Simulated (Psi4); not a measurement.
**One shape, several levels: triplet BH**

Aim: a comparison of 6 runs (U-revPBE/def2-TZVPPD, U-wB97X/def2-TZVPPD, UB3LYP/def2-TZVPPD, UM06-2X/def2-TZVPPD, USVWN5/def2-TZVPPD, UCCSD/def2-TZVPPD) of triplet BH. 

The results are computed with Psi4 1.11.

1 further run of the same task is left out (set aside as unsound or not needed).

## 1. The structure to begin with

BH: 2 atoms, total charge 0, spin state triplet. As SMILES of the parent species, `[BH]`. The bond length is the one measured for the parent species. That shape belongs to the parent species and isn't relaxed for this state.

Bond lengths: B1–H2 1.232 Å.

## 2. The energy at U-revPBE/def2-TZVPPD (run 1)

Contents of calc.py:

```python
import psi4

psi4.set_memory(1600000000)
psi4.set_num_threads(1)
psi4.core.set_output_file('output.dat', False)

mol = psi4.geometry("""
0 3
B      0.000000     0.000000     0.000000
H      0.000000     0.000000     1.232400
symmetry c1
no_reorient
no_com
""")

options = {'reference': 'uks', 'puream': True, 'e_convergence': 1e-09, 'd_convergence': 1e-08, 'scf_type': 'pk', 'dft_radial_points': 99, 'dft_spherical_points': 590, 'maxiter': 200}
psi4.set_options(options)

e, wfn = psi4.energy("revpbe/def2-TZVPPD", return_wfn=True)
print('E =', round(e, 9))
```

Started as:

```bash
$ python calc.py
```

output.dat:

```text
[...]
  Running in c1 symmetry.
[...]
  Nuclear repulsion =    2.146937725860111
[...]
  Multiplicity = 3
[...]
  Nalpha       = 4
  Nbeta        = 2
[...]
    Number of basis functions: 54
[...]
   @UKS iter   1:   -25.22347701356358   -3.00782e-01   3.29506e-03 DIIS/ADIIS
[...]
   @UKS iter   9:   -25.24918144513748   -1.62359e-12   2.16669e-09 DIIS
[...]
   @S^2 Observed:                2.001368015E+00
[...]
  @UKS Final Energy:   -25.24918144513748
   => Energetics <=
    Nuclear Repulsion Energy =              2.1469377258601106
    One-Electron Energy =                 -37.2110693588796551
    Two-Electron Energy =                  14.1250043024122292
    DFT Exchange-Correlation Energy =      -4.3100541145301703
    Empirical Dispersion Energy =           0.0000000000000000
    VV10 Nonlocal Energy =                  0.0000000000000000
    Total Energy =                        -25.2491814451374843
[...]
 Multipole Moments:
 ------------------------------------------------------------------------------------
     Multipole            Electronic (a.u.)      Nuclear  (a.u.)        Total (a.u.)
 ------------------------------------------------------------------------------------
 L = 1.  Multiply by 2.5417464519 to convert [e a0] to [Debye]
 Dipole X            :          0.0000000            0.0000000            0.0000000
 Dipole Y            :          0.0000000            0.0000000            0.0000000
 Dipole Z            :         -2.2513297            2.3288985            0.0775688
 Magnitude           :                                                    0.0775688
[...]
```

Standard output:

```text
E = -25.249181445
```

Run time: 5.7 s. Hardware: 1 thread of AMD EPYC 7R43 (Zen 3), shared host; peak memory 0.39 GiB.

## 3. The energy at U-wB97X/def2-TZVPPD (run 2)

Contents of calc.dat:

```
memory 1600 mb

molecule mol {
  0 3
  B      0.000000     0.000000     0.000000
  H      0.000000     0.000000     1.232400
  units angstrom
  symmetry c1
  no_reorient
  no_com
}

set {
  basis                def2-TZVPPD
  reference            uks
  puream               true
  e_convergence        1e-09
  d_convergence        1e-08
  scf_type             pk
  dft_radial_points    99
  dft_spherical_points 590
  maxiter              200
}

e, wfn = energy("wb97x", return_wfn=True)
oeprop(wfn, "WIBERG_LOWDIN_INDICES", "LOWDIN_CHARGES", "MAYER_INDICES")
```

Started as:

```bash
$ psi4 calc.dat calc.out -n 1
```

calc.out:

```text
[...]
  Running in c1 symmetry.
[...]
  Nuclear repulsion =    2.146937725860111
[...]
  Multiplicity = 3
[...]
  Nalpha       = 4
  Nbeta        = 2
[...]
    Number of basis functions: 54
[...]
   @UKS iter   1:   -25.23559892885801   -5.49398e-01   1.71775e-03 DIIS/ADIIS
[...]
   @UKS iter  10:   -25.24270603258595   -6.37712e-12   7.13210e-09 DIIS
[...]
   @S^2 Observed:                2.001904989E+00
[...]
  @UKS Final Energy:   -25.24270603258595
   => Energetics <=
    Nuclear Repulsion Energy =              2.1469377258601106
    One-Electron Energy =                 -37.2085003136208599
    Two-Electron Energy =                  12.6985532885641881
    DFT Exchange-Correlation Energy =      -2.8796967333893879
    Empirical Dispersion Energy =           0.0000000000000000
    VV10 Nonlocal Energy =                  0.0000000000000000
    Total Energy =                        -25.2427060325859465
[...]
 Multipole Moments:
 ------------------------------------------------------------------------------------
     Multipole            Electronic (a.u.)      Nuclear  (a.u.)        Total (a.u.)
 ------------------------------------------------------------------------------------
 L = 1.  Multiply by 2.5417464519 to convert [e a0] to [Debye]
 Dipole X            :          0.0000000            0.0000000            0.0000000
 Dipole Y            :          0.0000000            0.0000000            0.0000000
 Dipole Z            :         -2.2223553            2.3288985            0.1065432
 Magnitude           :                                                    0.1065432
[...]
```

Wall time 5.7 s (1 thread of AMD EPYC 7R43 (Zen 3), shared host); peak memory 0.41 GiB.

Runs 3 to 5 aren't shown in full; the table further down has their settings and results.

## 4. A single-point energy at UCCSD/def2-TZVPPD (run 6)

Contents of job.py:

```python
import psi4

psi4.set_memory('1600 MB')
psi4.set_num_threads(1)
psi4.set_output_file('output.dat', False)

mol = psi4.geometry("""
0 3
B
H 1 1.2324
symmetry c1
""")

psi4.set_options({
    'basis': 'def2-TZVPPD',
    'reference': 'uhf',
    'puream': True,
    'e_convergence': 1e-09,
    'd_convergence': 1e-08,
    'scf_type': 'pk',
    'num_frozen_docc': 1,
    'maxiter': 200,
})

E = psi4.energy("ccsd")
print(f'total energy {E:.8f} hartree = {E * 27.211386:.5f} eV')
for k, v in sorted(psi4.core.scalar_variables().items()):
    print(f'{k:45s} {v:18.10f}')
```

Started as:

```bash
$ python job.py
```

output.dat:

```text
[...]
  Running in c1 symmetry.
[...]
  Nuclear repulsion =    2.146937725860111
[...]
  Multiplicity = 3
[...]
  Nalpha       = 4
  Nbeta        = 2
[...]
    Number of basis functions: 54
[...]
   @UHF iter   1:   -25.09860133444987   -6.36782e-01   2.02116e-03 ADIIS/DIIS
[...]
   @UHF iter  11:   -25.11600812717091   -2.37321e-12   4.66619e-09 DIIS
[...]
   @S^2 Observed:                2.002783938E+00
[...]
  @UHF Final Energy:   -25.11600812717091
   => Energetics <=
    Nuclear Repulsion Energy =              2.1469377258601106
    One-Electron Energy =                 -37.1845037696449481
    Two-Electron Energy =                   9.9215579166139296
    Total Energy =                        -25.1160081271709075
  UHF NO Occupations:
  HONO-2 :    2  A 1.9986082
  HONO-1 :    3  A 1.0000000
[...]
 Multipole Moments:
 ------------------------------------------------------------------------------------
     Multipole            Electronic (a.u.)      Nuclear  (a.u.)        Total (a.u.)
 ------------------------------------------------------------------------------------
 L = 1.  Multiply by 2.5417464519 to convert [e a0] to [Debye]
 Dipole X            :          0.0000000            0.0000000            0.0000000
 Dipole Y            :          0.0000000            0.0000000            0.0000000
 Dipole Z            :         -1.1094935            1.1570103            0.0475168
 Magnitude           :                                                    0.0475168
[...]
      * MP2 total energy                      =  -25.166420757566634
[...]
      * CCSD total energy                     =  -25.180765080785534
```

The script printed:

```text
total energy -25.18076508 hartree = -685.20352 eV
CC D1 DIAGNOSTIC                                    0.0000000000
CC D2 DIAGNOSTIC                                    0.0000000000
CC NEW D1 DIAGNOSTIC                                0.0000000000
CC T1 DIAGNOSTIC                                    0.0281411624
CCSD CORRELATION ENERGY                            -0.0647569536
CCSD DOUBLES ENERGY                                -0.0647569536
CCSD ITERATIONS                                    15.0000000000
CCSD OPPOSITE-SPIN CORRELATION ENERGY              -0.0527495769
CCSD SAME-SPIN CORRELATION ENERGY                  -0.0120073767
CCSD SINGLES ENERGY                                 0.0000000000
CCSD TOTAL ENERGY                                 -25.1807650808
CURRENT CORRELATION ENERGY                         -0.0647569536
CURRENT ENERGY                                    -25.1807650808
CURRENT REFERENCE ENERGY                          -25.1160081272
DD SOLVATION ENERGY                                 0.0000000000
HF KINETIC ENERGY                                  25.0613502696
HF POTENTIAL ENERGY                               -50.1773583967
HF TOTAL ENERGY                                   -25.1160081272
HF VIRIAL RATIO                                     2.0021809622
MP2 CORRELATION ENERGY                             -0.0504126304
MP2 DOUBLES ENERGY                                 -0.0504126304
MP2 OPPOSITE-SPIN CORRELATION ENERGY               -0.0408150193
MP2 SAME-SPIN CORRELATION ENERGY                   -0.0095976111
MP2 SINGLES ENERGY                                 -0.0000000000
MP2 TOTAL ENERGY                                  -25.1664207576
NUCLEAR REPULSION ENERGY                            2.1469377259
ONE-ELECTRON ENERGY                               -37.1845037696
PCM POLARIZATION ENERGY                             0.0000000000
PE ENERGY                                           0.0000000000
SCF ITERATION ENERGY                              -25.1160081272
SCF ITERATIONS                                     11.0000000000
SCF TOTAL ENERGY                                  -25.1160081272
TWO-ELECTRON ENERGY                                 9.9215579166
```

Run time: 6.9 s. Hardware: 1 thread of AMD EPYC 7R43 (Zen 3), shared host; peak memory 0.29 GiB.

## 5. Overview of the runs

```tsv
run	level	task	frozen core orbitals	energy (Eh)	dipole moment (D)	HOMO energy (eV)	LUMO energy (eV)	wall time
1	U-revPBE/def2-TZVPPD	energy	0	-25.249181	0.20	-4.30	-3.81	5.7 s
2	U-wB97X/def2-TZVPPD	energy	0	-25.242706	0.27	-7.78	-1.66	5.7 s
3	UB3LYP/def2-TZVPPD	energy	0	-25.257681	0.19	-5.22	-3.46	5.4 s
4	UM06-2X/def2-TZVPPD	gradient	0	-25.236849	0.22	-6.28	-4.21	12 s
5	USVWN5/def2-TZVPPD	gradient	0	-24.938978	0.28	-4.31	–	4.5 s
6	UCCSD/def2-TZVPPD	energy	1	-25.180765	–	-8.83	0.75	6.9 s
```

## 6. Outcome

```
                                                         quantity         value
                                              run 6: total energy  -25.18077 Eh
run 6: HOMO energy (Hartree–Fock orbitals) (highest over α and β)      -8.83 eV
 run 6: LUMO energy (Hartree–Fock orbitals) (lowest over α and β)       0.75 eV
                run 6: correlation energy (1 core orbital frozen)     -64.8 mEh
                         run 6: ⟨S²⟩ of the reference determinant         2.003
                                             run 6: T1 diagnostic         0.028
```

What this shows: Over runs 1, 2, 3, 4, 5 the dipole moment (its size) runs from 0.19 D (UB3LYP/def2-TZVPPD) to 0.28 D (USVWN5/def2-TZVPPD). Totals of different functionals can't be ranked against each other. All runs together took 40 s, the longest 12 s.
